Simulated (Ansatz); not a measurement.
# C2 (singlet): revPBE, r2SCAN over a scan of the distance C1–C2, 6-31G

How well do these functionals follow the top wave-function level for C2 (singlet) over a scan of the distance C1–C2?

The runs use Ansatz 0.2.0, Gaussian basis; 6-31G, all electrons in the functionals.

Plan: revPBE, r2SCAN, at 1.004 Å; 1.103 Å; 1.246 Å; 1.390 Å; 1.541 Å; 1.720 Å; 1.968 Å; 2.351 Å; 2.698 Å; 3.405 Å; 4.220 Å.

33 further runs of the same task are left out: 6 for a known fault of the program, 25 that didn't finish, 2 set aside as unsound or not needed.

### 1 The geometry

The geometry derives from a PBE0/def2-TZVP stationary point (not a proven minimum). One bond is set to the value named and the two fragments are kept rigid.

2 atoms, charge 0, spin multiplicity 1.

Atoms are counted from 1 here; the program's logs count them from 0.

Bond lengths: C1–C2 1.246 Å.

No dispersion term is added.

The geometry shown and the zero of energy belong to the point 1.246 Å. The yardstick, FCI, and other wave-function levels (R restricted, U unrestricted, valence and pair active spaces) come from earlier runs.

### 2 revPBE, 1.004 Å

Contents of in.yaml:

```yaml
crystal:
  periodic: [false, false, false]
  atoms:
    - {symbol: C, position_ang: [0.000000, 0.000000, 0.000000]}
    - {symbol: C, position_ang: [0.000000, 0.000000, 1.004000]}
basis:
  gaussian: {orbitals: 6-31G}
magnetization: {spin_polarized: true, initial_magnetization: 0}
hamiltonian: {xc: {name: revPBE}}
```

Started as:

```
$ ansatz run in.yaml --threads 1 --pin off --events-out ev --progress --plain --max-ram 2393MiB
```

After this run come: revPBE, 1.103 Å; revPBE, 1.246 Å; revPBE, 1.390 Å; revPBE, 1.541 Å; revPBE, 1.720 Å; revPBE, 1.968 Å; revPBE, 2.351 Å; revPBE, 2.698 Å; revPBE, 3.405 Å; revPBE, 4.220 Å; r2SCAN, 1.004 Å; r2SCAN, 1.103 Å; r2SCAN, 1.246 Å; r2SCAN, 1.390 Å; r2SCAN, 1.541 Å; r2SCAN, 1.720 Å; r2SCAN, 1.968 Å; r2SCAN, 2.351 Å; r2SCAN, 2.698 Å; r2SCAN, 3.405 Å; r2SCAN, 4.220 Å.

**Question.** What will the summary of the whole plan be? Wanted: span of the FCI curve; largest miss, revPBE; largest miss, r2SCAN.

**Answer**, as computed:

```
             quantity                     value
span of the FCI curve            131.7 kcal/mol
 largest miss, revPBE   -8.6 kcal/mol (1.390 Å)
 largest miss, r2SCAN  -15.5 kcal/mol (1.004 Å)
```

In words: Of the functionals, revPBE keep the smallest largest miss at the points compared (at most 8.6 kcal/mol) and r2SCAN strays most (15.5 kcal/mol, at 1.004 Å). revPBE, r2SCAN clearly break the spin symmetry at some points (⟨S²⟩ up to 2.00 above the pure value), so energy there is bought with a mixed spin. Functionals and the yardstick converge differently with the basis, so part of each miss in 6-31G is the basis.
